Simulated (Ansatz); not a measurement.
**C₃H₅FO: up Jacob's ladder to CCSD(T)**

Aim: compute C₃H₅FO with functionals from several rungs and with coupled cluster. The yardstick is the atomisation energy at the CCSD(T) limit.

Computed with Ansatz 0.2.0, Gaussian basis. Level: functionals in def2-TZVPP, the program's frozen cores in correlated methods.

The runs, in order: PBE-D4, r2SCAN-D4, PBE0-D4, B3LYP-D4, ωB97X-V, ωB97M-V, B2PLYP; CCSD(T)/def2-TZVPP; MP2/def2-QZVPP; extrapolation to the limit.

## Step 1: The relaxed structure

An earlier PBE0-D4 in a triple-zeta def2 set relaxation fixed the geometry.

SMILES `OC1(F)CC1`, 10 atoms, charge 0, spin multiplicity 1.

Atoms are counted from 1 here; the program's logs count them from 0.

Bond lengths: O1–C2 1.361 Å, O1–H6 0.963 Å, C2–F3 1.368 Å, C2–C4 1.470 Å, C2–C5 1.481 Å, C4–C5 1.529 Å, C4–H7 1.082 Å, C4–H8 1.082 Å, C5–H9 1.083 Å, C5–H10 1.082 Å. Angles: C2–O1–H6 108.6°, O1–C2–F3 112.0°, O1–C2–C4 118.8°, O1–C2–C5 122.3°, F3–C2–C4 117.0°, F3–C2–C5 116.1°, C4–C2–C5 62.4°, C2–C4–C5 59.2°, C2–C4–H7 117.3°, C2–C4–H8 117.4°, C5–C4–H7 117.1°, C5–C4–H8 117.9°, H7–C4–H8 116.1°, C2–C5–C4 58.4°, C2–C5–H9 117.8°, C2–C5–H10 117.7°, C4–C5–H9 117.5°, C4–C5–H10 117.2° and more.

## Step 2: PBE-D4 (GGA)

in.yaml reads:

```yaml
crystal:
  periodic: [false, false, false]
  atoms:
    - {symbol: O, position_ang: [-1.281352, 0.501402, 1.014797]}
    - {symbol: C, position_ang: [-0.035975, 0.159147, 0.585686]}
    - {symbol: F, position_ang: [0.916305, 0.381851, 1.542866]}
    - {symbol: C, position_ang: [0.121625, -1.043131, -0.245118]}
    - {symbol: C, position_ang: [0.396641, 0.347242, -0.818565]}
    - {symbol: H, position_ang: [-1.341235, 1.462264, 1.047422]}
    - {symbol: H, position_ang: [0.978825, -1.673148, -0.047657]}
    - {symbol: H, position_ang: [-0.779443, -1.551513, -0.561836]}
    - {symbol: H, position_ang: [-0.323042, 0.750975, -1.519465]}
    - {symbol: H, position_ang: [1.430752, 0.613611, -0.995231]}
basis:
  gaussian: {orbitals: def2-TZVPP}
hamiltonian: {xc: pbe, dispersion: d4}
output: {forces: true, orbitals: {seedname: orbitals}}
```

Command:

```console
> ansatz run in.yaml --threads 4 --pin off --events-out ev --progress --plain --max-ram 10444MiB
```

Further steps of the session: r2SCAN-D4 (meta-GGA); PBE0-D4 (hybrid); B3LYP-D4 (hybrid); ωB97X-V (range-separated); ωB97M-V (range-separated); B2PLYP (double hybrid); CCSD(T) in def2-TZVPP; MP2 in def2-QZVPP.

Before running them: what should the planned runs give, taken together? Wanted: atomisation energy, CCSD(T)/CBS; farthest; mean size of error, hybrid; mean size of error, range-separated; gap, smallest and largest; T1 diagnostic; triples share of the correlation energy.

The runs gave:

| quantity | value |
| --- | --- |
| atomisation energy, CCSD(T)/CBS | 41.881 eV |
| functionals within 0.209 eV (0.5 %) | B3LYP-D4, ωB97X-V |
| farthest | PBE-D4 (+1.478 eV) |
| mean size of error, hybrid | 0.260 eV |
| mean size of error, range-separated | 0.217 eV |
| gap, smallest and largest | 6.70 eV (PBE-D4), 13.42 eV (ωB97X-V) |
| T1 diagnostic | 0.0104 |
| triples share of the correlation energy | 3.6 % |

**Reading.** PBE-D4 misses by +1.478 eV. Double hybrids carry the basis error of their MP2 part in triple zeta, and no dispersion term here, so their miss is partly the set-up's. The reference freezes the cores and leaves out relativity and excitations past (T), so misses under about 0.209 eV can't be ranked. Hartree-Fock recovers 71 % of the binding; the rest is correlation. The gap grows from 6.7 to 13.4 eV across the functionals, mostly with the share of exact exchange.
